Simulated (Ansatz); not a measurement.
Results of LDA (PAW; Ansatz, an electronic-structure program) for rutile CrO₂.

Numerical settings: plane-wave cutoff 500 eV, 10×10×14 k mesh (along the axes of the cell as run), Fermi–Dirac smearing 0.05 eV, ferromagnetic start, spin-polarised with parallel moments, scalar-relativistic PAW data made under PBE.

Computed at the level's own relaxed cell.

Question: Give the computed volume per atom, lattice parameter a, lattice parameter c and magnetic moment (largest site, within a sphere).

Answer: 
- volume per atom = 9.02 Å³/atom
- lattice parameter a = 4.353 Å
- lattice parameter c = 2.856 Å
- magnetic moment (largest site, within a sphere) = 1.64 μB

Measured, for comparison: lattice constant a 4.419 Å, lattice parameter c 2.915 Å (room temperature, no zero-point or thermal correction; as tabulated in Hiroi (2015), arXiv:1503.02262). Computed (rounded) less measured: lattice constant a -1.5 %, lattice parameter c -2.0 %. A static lattice is as a rule a little smaller and stiffer than an uncorrected measurement, which narrows the difference in the lattice constant a and would widen misses of the other sign.

Moments are spin moments.

The computed numbers hold no vibrational or temperature effects.
